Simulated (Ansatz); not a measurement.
Computed with frozen-core CCSD(T)/cc-pVTZ // PBE0-D3(BJ)/def2-TZVP (Ansatz, a first-principles code).

Ansatz 0.2 input:
```yaml
crystal:
  periodic: [false, false, false]
  atoms:
    - { symbol: Cl, position_ang: [-0.923313, -1.395509, -0.439841] }
    - { symbol: C, position_ang: [-0.002127, 0.000761, 0.104456] }
    - { symbol: Cl, position_ang: [-0.730657, 1.500197, -0.457099] }
    - { symbol: Cl, position_ang: [1.680286, -0.11414, -0.396236] }
    - { symbol: H, position_ang: [-0.02419, 0.008691, 1.188719] }
basis:
  gaussian: { orbitals: cc-pVTZ }
correlation:
  method: ccsd_t
```

Output:

```
Functional definition: HF
860 factors; integrals over basis functions are off by at most 1.2e-3 eV
mean field evaluation 1: about -38556.3000 eV, gradient 2.5e1 eV
mean field evaluation 2: about -38556.5702 eV, gradient 2.5e1 eV
mean field evaluation 4: about -38558.4882 eV, gradient 2.8e0 eV
mean field evaluation 8: about -38558.5441 eV, gradient 1.5e-1 eV
mean field evaluation 16: about -38557.3400 eV, gradient 2.0e1 eV
mean field -38558.54426503 eV, -1417.0003658199 hartree, gradient 8.6e-6 eV, S^2 0.000000; 0 other end points of the search recorded, 0 dependent functions left out
16 core orbitals not correlated
reference -38558.54426503 eV, -1417.0003658199 hartree; 13, 13 occupied and 117, 117 virtual orbitals, 860 factors
second order -20.05958734 eV of doubles, -0.00000000 eV of singles
cycle   1  -20.73162433 eV  change   -6.7e-1 eV  update   9.2e-2
cycle   2  -21.20375750 eV  change   -4.7e-1 eV  update   2.6e-2
cycle   3  -21.29903760 eV  change   -9.5e-2 eV  update   1.2e-2
cycle   4  -21.29286764 eV  change    6.2e-3 eV  update   2.4e-3
cycle   5  -21.29262765 eV  change    2.4e-4 eV  update   1.0e-3
cycle   6  -21.29241429 eV  change    2.1e-4 eV  update   3.0e-4
cycle   7  -21.29234604 eV  change    6.8e-5 eV  update   1.5e-4
cycle   8  -21.29233959 eV  change    6.4e-6 eV  update   3.4e-5
cycle   9  -21.29233627 eV  change    3.3e-6 eV  update   1.2e-5
perturbative correction -0.96217094 eV, -0.0353591300 hartree
Total energy: -38580.79877224 eV, -1417.8182038752 hartree
```

Cost: roughly 21 core-seconds.
